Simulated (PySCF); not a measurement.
A geometry optimisation, step by step.

Compound: trans-1,2-difluoroethene, C2H2F2.
Numbering: `[F:1]/[CH:2]=[CH:3]/[F:4]` (hydrogens: H5 on C2; H6 on C3)

Method: PBE0-D3(BJ)/def2-TZVP geometry optimisation, gas phase in PySCF; density fitting, grid level 2; the optimiser is geomeTRIC in internal coordinates, started from a GFN2-xTB structure with every atom displaced at random (about 0.01 Å). The frame can shift and turn from step to step; on so coarse a grid that alone can change the energy by a few meV, and forces under 0.02 eV/Å are noise.

Step 0: E = -7534.4742 eV, largest atomic force 2.222 eV/Å
```
atom  x, y, z in Å  |  force x, y, z in eV/Å
F1      1.643   -0.724    0.019   -1.030   0.757  -0.028
C2      0.625    0.191   -0.015    0.306  -1.178   0.001
C3     -0.650   -0.199   -0.002    2.216  -0.141   0.068
F4     -1.585    0.703   -0.028   -1.305   1.000  -0.061
H5      0.968    1.213   -0.062   -0.005   0.113   0.012
H6     -0.977   -1.214    0.044   -0.183  -0.552   0.008
```

Step 1: E = -7534.4545 eV, largest atomic force 0.724 eV/Å
```
atom  x, y, z in Å  |  force x, y, z in eV/Å
F1      1.204   -1.204    0.003    0.527   0.184  -0.003
C2      0.682    0.031   -0.023   -0.723  -0.035  -0.004
C3     -0.641    0.053    0.008   -0.298  -0.076   0.002
F4     -1.433    1.131   -0.014    0.617  -0.165   0.005
H5      1.382    0.855   -0.071    0.038  -0.073   0.005
H6     -1.170   -0.895    0.054   -0.161   0.165  -0.004
```

Step 2: E = -7534.5192 eV, largest atomic force 0.253 eV/Å
```
atom  x, y, z in Å  |  force x, y, z in eV/Å
F1      1.272   -1.187    0.001    0.046   0.204   0.006
C2      0.665    0.010   -0.022   -0.188  -0.084  -0.013
C3     -0.656    0.032    0.009    0.120  -0.211  -0.003
F4     -1.374    1.155   -0.016    0.212  -0.129   0.012
H5      1.337    0.855   -0.070   -0.015   0.038   0.002
H6     -1.221   -0.894    0.055   -0.175   0.182  -0.003
```

Step 3: E = -7534.5280 eV, largest atomic force 0.469 eV/Å
```
atom  x, y, z in Å  |  force x, y, z in eV/Å
F1      1.305   -1.165    0.004    0.210   0.015  -0.019
C2      0.659    0.004   -0.025    0.021  -0.467   0.030
C3     -0.659   -0.005    0.008    0.259   0.215   0.000
F4     -1.306    1.156   -0.013   -0.392   0.145  -0.010
H5      1.298    0.877   -0.072   -0.059   0.013   0.001
H6     -1.273   -0.896    0.054   -0.039   0.080  -0.002
```

Step 4: E = -7534.5280 eV, largest atomic force 0.503 eV/Å
```
atom  x, y, z in Å  |  force x, y, z in eV/Å
F1      1.371   -1.153    0.002   -0.281  -0.088  -0.007
C2      0.659   -0.026   -0.024    0.376   0.335  -0.003
C3     -0.657   -0.002    0.008   -0.118  -0.430   0.027
F4     -1.318    1.152   -0.013    0.006   0.265  -0.021
H5      1.273    0.866   -0.070   -0.030   0.054  -0.002
H6     -1.305   -0.866    0.054    0.046  -0.136   0.005
```

Step 5: E = -7534.5389 eV, largest atomic force 0.087 eV/Å
```
atom  x, y, z in Å  |  force x, y, z in eV/Å
F1      1.339   -1.162    0.001   -0.050   0.012  -0.006
C2      0.663   -0.011   -0.024    0.045   0.018   0.007
C3     -0.656   -0.001    0.009    0.010  -0.086   0.004
F4     -1.324    1.152   -0.014   -0.017   0.071  -0.006
H5      1.286    0.873   -0.071   -0.011   0.008   0.000
H6     -1.285   -0.881    0.055    0.023  -0.022   0.002
```

Step 6: E = -7534.5392 eV, largest atomic force under 0.02 eV/Å
```
atom  x, y, z in Å  |  force x, y, z in eV/Å
F1      1.335   -1.160   -0.001    0.000   0.007   0.004
C2      0.663   -0.007   -0.023    0.007  -0.007  -0.005
C3     -0.656   -0.002    0.010    0.000  -0.009  -0.004
F4     -1.328    1.150   -0.015   -0.008   0.007   0.005
H5      1.286    0.877   -0.070   -0.002   0.005   0.001
H6     -1.278   -0.887    0.056    0.002  -0.002   0.000
```

Problem. Summarise the path.

Solution. The energy falls by 0.0650 eV from step 0 to step 6; nine tenths of that is first reached at step 5. It rises by more than 0.2 meV at step 1. The largest force goes from 2.222 to under 0.02 eV/Å. Among the bonds C3–F4 changes most (a near tie, within 0.001 Å, with another), from 1.299 to 1.334 Å; the atoms move by 0.020 Å rms after alignment.

Problem. Follow the three bonds and two angles with the largest change from start to end.

Solution. 
```
step  E above end (eV)  largest force (eV/Å)  C3–F4 (Å)  F1–C2 (Å)  C3–H6 (Å)  F4–C3–H6 (°)  C2–C3–F4 (°)
   0            0.0650                 2.222      1.299      1.369      1.068         116.1         119.1
   1            0.0847                 0.724      1.337      1.341      1.086         114.6         127.2
   2            0.0200                 0.253      1.333      1.342      1.086         116.1         123.5
   3            0.0112                 0.469      1.329      1.337      1.083         116.3         118.7
   4            0.0112                 0.503      1.330      1.334      1.081         113.4         120.8
   5            0.0003                 0.087      1.333      1.335      1.083         114.4         120.5
   6            0.0000            under 0.02      1.334      1.335      1.083         114.7         120.4
```

The cost below is that of the whole optimisation. On an Arm Neoverse N1 with one thread, no GPU, on a shared host, this took 52 s wall and 0.54 GiB of memory at its peak.
